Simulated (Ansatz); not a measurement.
This singlet lies 0.87 eV below the relaxed triplet at the level frozen-core CCSD(T)/cc-pVTZ // B3LYP-D3(BJ)/def2-TZVP (Ansatz, a quantum-chemistry and plane-wave program).

Species: C$_{2}$H$_{3}$F, SMILES `C[C]F` (lower singlet) (charge 0, multiplicity 1).

**Question.** Give a relaxed geometry from B3LYP-D3(BJ)/def2-TZVP in Ansatz.

**Answer.** the end point of this relaxation (outside a Z-matrix the atoms follow the SMILES, hydrogens last).
Z-matrix (Å, degrees):
```
C
H 1 1.0930
H 1 1.0957 2 111.50
H 1 1.0974 2 110.98 3 -115.98
C 1 1.4824 2 116.08 4 -121.09
F 5 1.3249 1 107.68 2 2.57
```
